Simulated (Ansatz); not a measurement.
# CH4S (singlet): the correlation ladder, cc-pV(D+d)Z

The task here is to estimate one member of a computed series from the others.

The runs use Ansatz 0.2.0, Gaussian basis; cc-pV(D+d)Z, core rule «outside noble gas», up to 6 orbitals frozen.

Plan: UHF; CCSD(T) on RHF; CCSDT(Q) on RHF; CCSDTQ on RHF.

2 further runs of the same task are left out: 2 set aside as unsound or not needed.

**The system**

The geometry is an MP2(full)/6-31G* stationary point (not a proven minimum).

6 atoms, charge 0, spin multiplicity 1.

Atoms are counted from 1 here; the program's logs count them from 0.

Bond lengths: C1–S2 1.814 Å, C1–H4 1.090 Å, C1–H5 1.090 Å, C1–H6 1.090 Å, S2–H3 1.340 Å. Angles: S2–C1–H4 106.6°, S2–C1–H5 111.6°, S2–C1–H6 111.6°, H4–C1–H5 108.5°, H4–C1–H6 108.5°, H5–C1–H6 109.9°, C1–S2–H3 96.8°.

The first run:

in.yaml

```yaml
crystal:
  periodic: [false, false, false]
  atoms:
    - {symbol: C, position_ang: [-0.026122, 1.227299, 0.000000]}
    - {symbol: S, position_ang: [-0.026122, -0.587076, 0.000000]}
    - {symbol: H, position_ang: [1.304907, -0.745469, 0.000000]}
    - {symbol: H, position_ang: [-1.070770, 1.539208, 0.000000]}
    - {symbol: H, position_ang: [0.454080, 1.628987, 0.892259]}
    - {symbol: H, position_ang: [0.454080, 1.628987, -0.892259]}
basis:
  gaussian: {orbitals: "cc-pV(D+d)Z.json"}
magnetization: {spin_polarized: true, initial_magnetization: 0}
hamiltonian: {xc: hf}
output: {orbitals: {seedname: orbitals}}
```

Command:

```bash
ansatz run in.yaml --threads 1 --pin off --events-out ev --progress --plain --max-ram 2513MiB --backend cpu
```

Steps of the session up to this table: UHF; CCSD(T) on RHF; CCSDT(Q) on RHF; CCSDTQ on RHF.

One of the session's tables, all rows but one given; the rest of the session is left out.

It belongs to the step «Misses and costs». 

| method | from RCCSDTQ (kJ/mol) |
| --- | --- |
| RHF | +875.1 |
| RMP2 | +120.7 |
| RCCSD | ? |
| RCCSD(T) | +3.3 |
| RCCSDT | +1.4 |
| RCCSDT(Q) | 0.0 |
| RCCSDTQ | 0 |

**Question.** Estimate the row for RCCSD.

The run gave: from RCCSDTQ (kJ/mol): +25.7. In the column «from RCCSDTQ (kJ/mol)» it lies between RCCSD(T) (+3.3) and RMP2 (+120.7).
